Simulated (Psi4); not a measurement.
**CH3Al (SMILES C[Al]): CCSD(T)/cc-pVTZ**

Aim: the vertical ionisation energy of CH3Al at CCSD(T)/cc-pVTZ, from 2 runs. The job is set up through a Python script.

Program for the calculation: Psi4 1.11.

1 further run of the same task is left out (set aside as unsound or not needed).

## (1) Starting point

CH3Al: 5 atoms, total charge 0, spin state singlet. SMILES: `C[Al]`. The shape is that of a PBE0-D4/def2-TZVP optimisation.

Bond lengths: C1–Al2 1.988 Å, C1–H3 1.098 Å, C1–H4 1.098 Å, C1–H5 1.098 Å. Angles: Al2–C1–H3 111.8°, Al2–C1–H4 111.8°, Al2–C1–H5 111.8°, H3–C1–H4 107.1°, H3–C1–H5 107.1°, H4–C1–H5 107.1°.

## (2) A single-point energy at CCSD(T)/cc-pVTZ

File ch3al.xyz:

```xyz
5
CH3Al
C     -0.131220    -0.057510     0.054000
Al     1.572690     0.689240    -0.647230
H     -0.230740    -1.127460    -0.171770
H     -0.205100     0.049890     1.144270
H     -1.005630     0.445840    -0.379270
```

File calc.py:

```python
import psi4

psi4.set_memory('2200 MB')
psi4.set_num_threads(1)
psi4.set_output_file('run.log', False)

with open('ch3al.xyz') as f:
    atoms = ''.join(f.readlines()[2:])
geom = psi4.geometry('0 1\n' + atoms + 'symmetry c1\nno_reorient\nno_com')

options = {'basis': 'cc-pVTZ', 'puream': True, 'e_convergence': 1e-09, 'd_convergence': 1e-08, 'scf_type': 'pk', 'num_frozen_docc': 6}
psi4.set_options(options)

energy_value = psi4.energy("ccsd(t)", molecule=geom)
print(f'total energy {energy_value:.8f} hartree = {energy_value * 27.211386:.5f} eV')
```

Launch:

```sh
$ python calc.py
```

run.log:

```text
[...]
  Running in c1 symmetry.
[...]
  Nuclear repulsion =   38.261471693784713
[...]
  Multiplicity = 1
[...]
  Nalpha       = 11
  Nbeta        = 11
[...]
    Number of basis functions: 106
[...]
   @RHF iter   1:  -281.42523386522959   -6.71057e-01   4.01607e-03 DIIS/ADIIS
[...]
   @RHF iter  10:  -281.52535312936629   -1.01181e-11   3.69745e-09 DIIS
[...]
    Orbital Energies [Eh]
    ---------------------
    Doubly Occupied:
       1A    -58.473740     2A    -11.181812     3A     -4.885795
       4A     -3.195362     5A     -3.195362     6A     -3.194297
       7A     -0.912603     8A     -0.532930     9A     -0.532928
      10A     -0.471641    11A     -0.278573
[...]
  @RHF Final Energy:  -281.52535312936629
   => Energetics <=
    Nuclear Repulsion Energy =             38.2614716937847135
    One-Electron Energy =                -465.8635642905669556
    Two-Electron Energy =                 146.0767394674159334
    Total Energy =                       -281.5253531293662945
[...]
 Multipole Moments:
 ------------------------------------------------------------------------------------
     Multipole            Electronic (a.u.)      Nuclear  (a.u.)        Total (a.u.)
 ------------------------------------------------------------------------------------
 L = 1.  Multiply by 2.5417464519 to convert [e a0] to [Debye]
 Dipole X            :        -34.7214198           34.4235913           -0.2978285
 Dipole Y            :        -15.2168364           15.0863073           -0.1305291
 Dipole Z            :         14.2893909          -14.1668232            0.1225676
 Magnitude           :                                                    0.3475090
[...]
      * MP2 total energy                      = -281.765613627386813
[...]
      * CCSD total energy                     = -281.793969802009769
[...]
      * CCSD(T) total energy                  = -281.803588626249109
```

On the terminal:

```text
total energy -281.80358863 hartree = -7668.26623 eV
```

It took 38 s on 1 thread of Intel Xeon Platinum 8259CL at 2.50GHz (Skylake/Cascade Lake), shared host; peak memory 1.4 GiB.

## (3) The doublet cation

File job.py:

```python
import psi4

psi4.set_memory('2200 MB')
psi4.set_num_threads(1)
psi4.set_output_file('ch3al.out', False)

geom = psi4.geometry("""
1 2
C     -0.131220    -0.057510     0.054000
Al     1.572690     0.689240    -0.647230
H     -0.230740    -1.127460    -0.171770
H     -0.205100     0.049890     1.144270
H     -1.005630     0.445840    -0.379270
symmetry c1
""")

options = {'basis': 'cc-pVTZ', 'reference': 'uhf', 'puream': True, 'e_convergence': 1e-09, 'd_convergence': 1e-08, 'scf_type': 'pk', 'num_frozen_docc': 6, 'maxiter': 100}
psi4.set_options(options)

result, w = psi4.energy('ccsd(t)', molecule=geom, return_wfn=True)
print('E =', round(result, 9))
```

Launch:

```sh
$ python job.py
```

ch3al.out:

```text
[...]
  Running in c1 symmetry.
[...]
  Nuclear repulsion =   38.261471693784713
[...]
  Multiplicity = 2
[...]
  Nalpha       = 11
  Nbeta        = 10
[...]
    Number of basis functions: 106
[...]
   @UHF iter   1:  -281.15940366542299   -4.05226e-01   3.73801e-03 ADIIS/DIIS
[...]
   @UHF iter  14:  -281.27598822955792   -5.00222e-12   3.27308e-09 DIIS
[...]
   @S^2 Observed:                7.823902482E-01
[...]
    Orbital Energies [Eh]
    ---------------------
    Alpha Occupied:
       1A    -58.779865     2A    -11.437484     3A     -5.189519
       4A     -3.500798     5A     -3.496786     6A     -3.496786
       7A     -1.156747     8A     -0.759697     9A     -0.759696
      10A     -0.743488    11A     -0.587391
    Alpha Virtual:
      12A     -0.179393    13A     -0.179392    14A     -0.078554
      15A      0.006105    16A      0.027028    17A      0.027028
      18A      0.049467    19A      0.066401    20A      0.066401
      21A      0.086908    22A      0.086908    23A      0.115792
      24A      0.129790    25A      0.129790    26A      0.265637
[...]
  @UHF Final Energy:  -281.27598822955792
   => Energetics <=
    Nuclear Repulsion Energy =             38.2614716937847135
    One-Electron Energy =                -460.0297389162302011
    Two-Electron Energy =                 140.4922789928875773
    Total Energy =                       -281.2759882295579246
  UHF NO Occupations:
  HONO-2 :    9  A 1.9997297
  HONO-1 :   10  A 1.9842776
[...]
 Multipole Moments:
 ------------------------------------------------------------------------------------
     Multipole            Electronic (a.u.)      Nuclear  (a.u.)        Total (a.u.)
 ------------------------------------------------------------------------------------
 L = 1.  Multiply by 2.5417464519 to convert [e a0] to [Debye]
 Dipole X            :          5.2027118           -4.5782441            0.6244677
 Dipole Y            :          2.2801159           -2.0064375            0.2736784
 Dipole Z            :         -2.1411424            1.8841495           -0.2569929
 Magnitude           :                                                    0.7286324
[...]
      * MP2 total energy                      = -281.483906222584949
[...]
      * CCSD total energy                     = -281.507118231112202
[...]
      * CCSD(T) total energy                     = -281.515652516655109
```

The script printed:

```text
E = -281.515652517
```

Wall time 86 s (1 thread of Intel Xeon Platinum 8259CL at 2.50GHz (Skylake/Cascade Lake), shared host); peak memory 1.5 GiB.

## (4) Results

Level: CCSD(T)/cc-pVTZ, 6 core orbitals frozen.

| quantity | value |
| --- | --- |
| singlet CH3Al: total energy | -281.80359 Eh |
| singlet CH3Al: HOMO energy (Hartree–Fock orbitals) | -7.58 eV |
| singlet CH3Al: LUMO energy (Hartree–Fock orbitals) | 1.22 eV |
| singlet CH3Al: HOMO–LUMO gap (Hartree–Fock orbitals) | 8.80 eV |
| singlet CH3Al: correlation energy (6 core orbitals frozen) | -278.2 mEh |
| singlet CH3Al: (T) correction | -9.62 mEh |
| singlet CH3Al: T1 diagnostic | 0.012 |
| doublet cation: total energy | -281.51565 Eh |
| doublet cation: HOMO energy (Hartree–Fock orbitals) (highest over α and β) | -15.98 eV |
| doublet cation: LUMO energy (Hartree–Fock orbitals) (lowest over α and β) | -6.07 eV |
| doublet cation: correlation energy (6 core orbitals frozen) | -239.7 mEh |
| doublet cation: (T) correction | -8.53 mEh |
| doublet cation: ⟨S²⟩ of the reference determinant | 0.782 |
| doublet cation: T1 diagnostic | 0.022 |
| vertical ionisation energy (to the doublet cation) | 7.835 eV |

The vertical ionisation energy comes to 7.84 eV (181 kcal/mol). The triples (singlet CH3Al) make up 3.5 % of the correlation energy. The triples (doublet cation) make up 3.6 % of the correlation energy.
